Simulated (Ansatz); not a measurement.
Geometry optimisation, RKS r2SCAN-D4/6-31G in Ansatz.

input.yaml

```yaml
crystal:
  periodic: [false, false, false]
  atoms:
    - { symbol: C, position_ang: [-0.3534, 0.8752, -0.454] }
    - { symbol: C, position_ang: [0.1254, -0.2691, 0.1439] }
    - { symbol: C, position_ang: [0.348, -1.4591, 0.5464] }
    - { symbol: O, position_ang: [1.2908, -0.4636, 0.9482] }
    - { symbol: H, position_ang: [-1.2953, 0.6813, -1.0676] }
    - { symbol: H, position_ang: [-0.6755, 1.6763, 0.2903] }
    - { symbol: H, position_ang: [0.3581, 1.3772, -1.1344] }
    - { symbol: H, position_ang: [0.294, -2.4754, 0.6714] }
basis:
  gaussian: { orbitals: "6-31G" }
hamiltonian:
  xc: r2scan
  dispersion: d4
relax:
  f_tol: 0.02
  max_steps: 40
scf:
  lower_state_search: "off"
```

Run as:

```bash
$ ansatz run input.yaml --threads 1 --pin off --max-ram 2048MiB --backend cpu --events-out ev --progress --plain --runs-dir out
```

Question: Where does it end, and by what steps?

Answer: It converged. Limits of this set-up: no polarisation functions. After 24 steps the energy has fallen by 0.915 eV; C3 moved furthest, 0.46 Å. Parted: C3–O4 (1.43 → 1.99 Å).

| step | energy less start (eV) | largest force component (eV/Å) | accepted |
| --- | --- | --- | --- |
| 0 | 0.0000 | 5.517 | yes |
| 1 | -0.5422 | 2.696 | yes |
| 2 | -0.7229 | 0.397 | yes |
| 3 | -0.7285 | 0.086 | yes |
| 4 | -0.7288 | 0.209 | yes |
| 5 | -0.7296 | 0.062 | yes |
| 6 | -0.7305 | 0.118 | yes |
| 7 | -0.7320 | 0.187 | yes |
| 8 | -0.7533 | 1.747 | yes |
| 9 | -0.5390 | 2.473 | no |
| 10 | -0.7708 | 1.221 | yes |
| 11 | -0.7493 | 1.121 | no |
| 12 | -0.7865 | 0.526 | yes |
| 13 | -0.8062 | 0.219 | yes |
| 14 | -0.8185 | 0.296 | yes |
| 15 | -0.8172 | 0.329 | no |
| 16 | -0.8220 | 0.083 | yes |
| 17 | -0.8274 | 0.233 | yes |
| 18 | -0.8487 | 0.527 | yes |
| 19 | -0.8612 | 1.173 | yes |
| 20 | -0.8907 | 0.752 | yes |
| 21 | -0.9063 | 0.423 | yes |
| 22 | -0.9136 | 0.194 | yes |
| 23 | -0.9149 | 0.065 | yes |
| 24 | -0.9155 | 0.014 | yes |

```xyz
8
Properties=species:S:1:pos:R:3
C -0.365 0.873 -0.434
C 0.327 -0.268 0.202
C 0.304 -1.626 0.120
O 1.415 -0.204 0.957
H -1.213 0.540 -1.036
H -0.717 1.563 0.343
H 0.335 1.429 -1.070
H 0.006 -2.363 0.862
```

Whether the end is a true minimum wasn't checked by a vibrational analysis.

Run time: 38 s on 1 thread of Arm Neoverse V2, with other jobs on the host, peak memory 0.1 GiB.
